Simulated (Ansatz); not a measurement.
# H2Cl (doublet): wave-function methods side by side at distance H1–H2 along a hydrogen transfer = 1.016 Å, 6-31G

Aim: climb from Hartree-Fock through coupled cluster and multireference methods for H2Cl (doublet) at one geometry and basis, and see what each rung misses.

Method: 6-31G, core rule «outside noble gas», up to 5 orbitals frozen; program: Ansatz 0.2.0, Gaussian basis.

Plan: UHF; CCSD(T) on ROHF; CCSD(T) on UHF; BCCD(T) on ROHF; CISD; CCSDT(Q) on ROHF; CCSDT(Q) on UHF; CISDTQ; CCSDTQ on ROHF; CCSDTQ on UHF; CASSCF and MRCISD+Q, 3 electrons in 3 orbitals; CASSCF and NEVPT2, 3 electrons in 3 orbitals; CASSCF and MRCISD+Q, 9 electrons in 6 orbitals; CASSCF and NEVPT2, 9 electrons in 6 orbitals; Full CI.

7 further runs of the same task are left out: 6 that didn't finish, 1 set aside as unsound or not needed.

## (1) The system

The geometry derives from fragments relaxed apart (PBE0/def2-TZVP) and kept rigid, so it is no stationary point. A hydrogen atom is moved between rigid fragments.

3 atoms, charge 0, spin multiplicity 2.

Atoms are counted from 1 here; the program's logs count them from 0.

Bond lengths: H2–Cl3 1.395 Å.

## (2) UHF

The input, in.yaml:

```yaml
crystal:
  periodic: [false, false, false]
  atoms:
    - {symbol: H, position_ang: [0.000000, 0.000000, -1.142333]}
    - {symbol: H, position_ang: [0.000000, 0.000000, -0.126333]}
    - {symbol: Cl, position_ang: [0.000000, 0.000000, 1.268667]}
basis:
  gaussian: {orbitals: 6-31G}
magnetization: {spin_polarized: true, initial_magnetization: 1}
hamiltonian: {xc: hf}
output: {orbitals: {seedname: orbitals}}
```

The run is started by

```
$ ansatz run in.yaml --threads 1 --pin off --events-out ev --progress --plain --max-ram 2393MiB
```

Further steps of the session: CCSD(T) on ROHF; CCSD(T) on UHF; BCCD(T) on ROHF; CISD; CCSDT(Q) on ROHF; CCSDT(Q) on UHF; CISDTQ; CCSDTQ on ROHF; CCSDTQ on UHF; CASSCF and MRCISD+Q, 3 electrons in 3 orbitals; CASSCF and NEVPT2, 3 electrons in 3 orbitals; CASSCF and MRCISD+Q, 9 electrons in 6 orbitals; CASSCF and NEVPT2, 9 electrons in 6 orbitals; Full CI.

Q: Predict the results of all the runs planned. Wanted: FCI below the RHF energy; RMP2 from FCI; UMP2 from FCI; RCCSD from FCI; RCCSD(T) from FCI; UCCSD(T) from FCI; RCCSDT(Q) from FCI; UCCSDT(Q) from FCI; NEVPT2 pair from FCI.

**Answer**, as computed:

| quantity | value |
| --- | --- |
| FCI below the RHF energy | -1.9417 eV |
| RMP2 from FCI | +8.47 kcal/mol |
| UMP2 from FCI | +8.58 kcal/mol |
| RCCSD from FCI | +0.53 kcal/mol |
| RCCSD(T) from FCI | +0.13 kcal/mol |
| UCCSD(T) from FCI | +0.12 kcal/mol |
| RCCSDT(Q) from FCI | 0.00 kcal/mol |
| UCCSDT(Q) from FCI | 0.00 kcal/mol |
| NEVPT2 pair from FCI | +4.11 kcal/mol |
| MRCISD+Q pair from FCI | +0.38 kcal/mol |
| NEVPT2 valence from FCI | +6.74 kcal/mol |
| levels within 1 kcal/mol (43 meV) | RCCSD, UCCSD, RCCSD(T), UCCSD(T), BCCD(T), RCCSDT, UCCSDT, CISDTQ, RCCSDT(Q), UCCSDT(Q), RCCSDTQ, UCCSDTQ, MRCISD pair, MRCISD+Q pair, MRCISD valence, MRCISD+Q valence |
| T1 diagnostic | 0.025 |
| effectively unpaired electrons | 1.01 |

In words: RCCSD(T) misses by +0.13 kcal/mol, 0.3 % of the correlation energy. One determinant dominates. Of the multireference levels listed MRCISD+Q valence comes nearest in total energy (+0.33 kcal/mol), which doesn't show that its space is the better one. These misses are within one basis, not against nature; the frozen cores of restricted and unrestricted runs differ, which can shift their rows.
